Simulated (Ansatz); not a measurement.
Basis-set extrapolation for C$_{4}$H$_{7}$NO, SMILES `CCOCC#N` (PBE0-D4/def2-TZVP geometry, frozen core, Ansatz 0.2.0). Multiplicity 1, RHF reference.

```csv
,def2-TZVPP,def2-QZVPP
HF,-284.943737,-284.956393
MP2 correlation,-1.087101,-1.160787
CCSD(T) correlation,-1.170615,not run
```

Energies in hartree. Use E(X) = E(∞) + A·exp(−7.88·√X) for Hartree–Fock and E(X) = E(∞) + B·X^(−2.97) for correlation, with X = 3 and 4, and add CCSD(T) minus MP2 of the smaller set to the MP2 limit.

What is the CCSD(T) energy at the basis-set limit?

HF limit: -284.956393 + (-0.012656) × 0.13774 = -284.95814. MP2 limit: -1.160787 + (-0.073686) × 0.74074 = -1.21537. Higher-order term: -1.170615 − (-1.087101) = -0.08351. Total: -286.25702 hartree, 374.6 kJ/mol below CCSD(T)/def2-TZVPP.
